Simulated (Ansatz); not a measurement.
Start from `c1cocn1` and change one element to get `c1cscn1`.

Ansatz, PBE0-D4/def2-TZVP geometries, multiplicity 1. 

```tsv
property	`c1cocn1`
HOMO energy (PBE/def2-TZVPP) / eV	-6.30
size of the dipole moment (PBE/def2-TZVPP) / D	1.56
HOMO energy (ωB97M-V/def2-TZVPP) / eV	-9.56
HOMO energy (PBE0/def2-TZVPP) / eV	-7.36
HOMO energy (B3LYP/def2-TZVPP) / eV	-7.17
size of the dipole moment (ωB97M-V/def2-TZVPP) / D	1.57
```

(1) Give the same properties after the change, and the shifts. (Estimate.)

Answers

(1) Ansatz gave: 
| property | `c1cscn1` | shift |
| --- | --- | --- |
| HOMO energy (PBE/def2-TZVPP) / eV | -6.33 | -0.03 |
| size of the dipole moment (PBE/def2-TZVPP) / D | 1.54 | -0.02 |
| HOMO energy (ωB97M-V/def2-TZVPP) / eV | -9.47 | 0.09 |
| HOMO energy (PBE0/def2-TZVPP) / eV | -7.35 | 0.01 |
| HOMO energy (B3LYP/def2-TZVPP) / eV | -7.13 | 0.04 |
| size of the dipole moment (ωB97M-V/def2-TZVPP) / D | 1.67 | 0.10 |

Dipoles are sizes alone; their direction can turn.

B3LYP here is the variant with VWN-RPA as its local correlation; programs differ in this.
